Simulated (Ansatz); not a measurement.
# Which is lower?

Two relaxed structures of B2SiH6, closed shell (PBE0-D4/def2-TZVP; forces vanish, vibrations not checked).

A:

B1  (-1.108, 0.944, -1.172)
B2  (0.708, -1.179, 0.779)
Si3  (-0.177, 0.491, 0.511)
H4  (-2.128, 1.568, -1.149)
H5  (-0.719, 0.523, -2.219)
H6  (0.146, 1.622, 1.421)
H7  (0.568, -2.029, -0.046)
H8  (1.313, -0.110, 0.122)
H9  (1.300, -1.358, 1.799)
(Å)

B:

B1  (-0.945, 1.258, -1.232)
B2  (-0.237, 0.249, -0.434)
Si3  (0.709, -1.129, 0.623)
H4  (-1.562, 0.250, -0.559)
H5  (-1.582, 1.940, -1.948)
H6  (-0.220, 0.237, -1.765)
H7  (0.271, -2.509, 0.281)
H8  (2.170, -1.026, 0.368)
H9  (0.457, -0.906, 2.071)
(Å)

Computed with Ansatz 0.2.0 (basis: def2-TZVPP); correlated methods freeze the cores. B3LYP uses VWN-RPA correlation.

**Question.** Which structure is lower at CCSD(T), and by how much? (To be estimated.)

**Answer.** Computed: B, by 0.481 eV (electronic energy, against the other). By their contacts, A is B₂SiH₆ ([BH2][SiH]1[H][BH2]1) and B is B₂SiH₆ ([SiH3][B]12[H][BH]1[H]2).

All methods give the same order:

```csv
method,E(B) − E(A) (eV)
PBE-D4,-0.475
r2SCAN-D4,-0.505
PBE0-D4,-0.502
B3LYP-D4,-0.396
wB97M-V,-0.515
HF,-0.293
MP2,-0.571
CCSD,-0.457
CCSD(T),-0.481
```

The T1 diagnostic stays at or below 0.016.

Labels in which every atom is bracketed show which atoms are joined, not bond orders.

For scale, one of the runs: CCSD(T)/def2-TZVPP, 188 basis functions, launched by `ansatz run in.yaml --threads 2 --pin off --events-out ev --progress --plain --max-ram 4352MiB`. Hardware: 2 CPU threads of an Arm Neoverse V2, shared host. Wall time 21 s; peak host memory 1.9 GiB.
